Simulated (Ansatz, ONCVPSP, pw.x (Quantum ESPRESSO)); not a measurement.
tin (Sn) (diamond): variants of one ONCV potential in the solid

| Quantity | Value |
| --- | --- |
| Element | Sn (Z = 50) |
| Generator | ONCVPSP 4.0.1.1 (patched build) |
| Type | optimised norm-conserving Vanderbilt (ONCV) |
| Functional | PBE |
| Relativity | scalar-relativistic |
| Frozen core | [Kr] 4d10 |
| Valence charge | 4 |
| Reference configuration | 5s2 5p2 |
| Partial waves | 5s: rc 1.75 bohr, ncon 4, nbas 7, qcut 2.9 1/bohr, 2 projectors, debl 2.1 Ha; 5p: rc 2.70 bohr, ncon 4, nbas 7, qcut 2.5 1/bohr, 1 projector; d scattering state at 0.36 Ha: rc 2.45 bohr, ncon 4, nbas 9, qcut 3.8 1/bohr, 1 projector |
| Local potential | polynomial inside 1.65 bohr (lpopt 4, dvloc0 0 Ha) |
| Core correction | polynomial model core, fcfact 0.65 |

Crystal test: diamond Sn in pw.x 7.5, no spin, 8³ k-points, Fermi–Dirac smearing 0.01 Ry, cutoffs set for each file from its atomic test. The reference is all-electron LAPW (Ansatz 0.2.0) with the same functional, mesh and smearing; V0 and B0 come from Birch–Murnaghan fits to the pressures at five volumes. Errors are pseudo minus all-electron; Δ is the rms difference of the E(V) curves that follow from these fits, minima aligned, over ±6 % about the mean V0. Mesh and smearing are coarse, so the numbers serve the comparison and aren't converged zero-temperature values; the lattice is a test structure that the element need not adopt.

All-electron: a0 = 6.661 Å (V0 = 36.95 Å³/atom), B0 = 35.1 GPa.

Base: This is a poor potential for the solid.

1 further variants are left out: they gave no file fit for a test, a broken result, the same result as the base, or pressures whose basis-set error rivals the error shown.

```csv
change,cutoffs (Ry),pw.x,a0 (Å),a0 error (%),B0 error (%),Δ (meV/atom),mean pressure error (GPa)
base,60/240,converged,6.589,-1.08,+6.8,9.4,-1.16
d: rc 2.54,60/240,converged,6.590,-1.08,+6.7,9.3,-1.15
p: qcut 1.6,60/240,converged,6.589,-1.08,+6.8,9.4,-1.15
d: rc 3.26,60/240,converged,6.592,-1.04,+6.1,9.0,-1.10
"local potential polynomial inside 1.65 bohr (lpopt 4, dvloc0 5.5 Ha)",60/240,converged,6.604,-0.86,+5.5,7.5,-0.92
```
